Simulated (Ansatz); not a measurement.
For Cs₂AgBiBr₆ (Fm-3m, No. 225), PBEsol (plane waves, PAW; Ansatz, a quantum-chemistry and plane-wave program) gives:

lattice constant a: 11.187 Å
band gap: 1.10 eV

### Question
What does r²SCAN+rVV10 (Ansatz, plane waves, PAW) give for the same quantities?

### Answer

- lattice constant a: 11.238 Å (grows by 0.5 %)
- band gap: 1.60 eV (increases by 0.50 eV)

For comparison: lattice constant a 11.232 Å (measured, 298 K, copied from a table, unchecked, not corrected to a static lattice; as tabulated in Journal of the American Chemical Society 139, 5015 (2017)).

Changes are worked out from the printed values.

Unless a cell is named, each level is at its own relaxed cell (PBEsol 35.00, r²SCAN+rVV10 35.48 Å³/atom).

Levels without +SOC leave out spin–orbit coupling, which shifts energies and cells of such heavy elements.

Levels without +SOC have no spin–orbit coupling; where heavier elements are present it shifts gaps, mostly down, and can invert bands. Density-functional gaps are differences of (generalised) Kohn–Sham levels.

Ansatz's density-functional and Hartree–Fock values are scalar-relativistic unless marked +SOC, with PAW data made under PBE.
